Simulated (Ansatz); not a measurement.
For Ga2S3 (Cc, No. 9), LDA (plane waves, PAW; Ansatz, an electronic-structure program) gives:

- cohesive energy = 4.39 eV/atom
- band gap = 1.77 eV

Question: What does r²SCAN+rVV10 in Ansatz (plane waves, PAW) give for the same quantities?

Answer: 
- cohesive energy: 3.87 eV/atom (drops by 0.52 eV/atom)
- band gap: 2.34 eV (rises by 0.57 eV)

Changes are worked out from the printed values.

Unless a cell is named, each level is at its own relaxed cell (LDA 20.44, r²SCAN+rVV10 21.44 Å³/atom).

Levels without +SOC have no spin–orbit coupling; where heavier elements are present it shifts gaps, mostly down, and can invert bands. Density-functional gaps are differences of (generalised) Kohn–Sham levels.

Ansatz's density-functional and Hartree–Fock values are scalar-relativistic unless marked +SOC, with PAW data made under PBE.
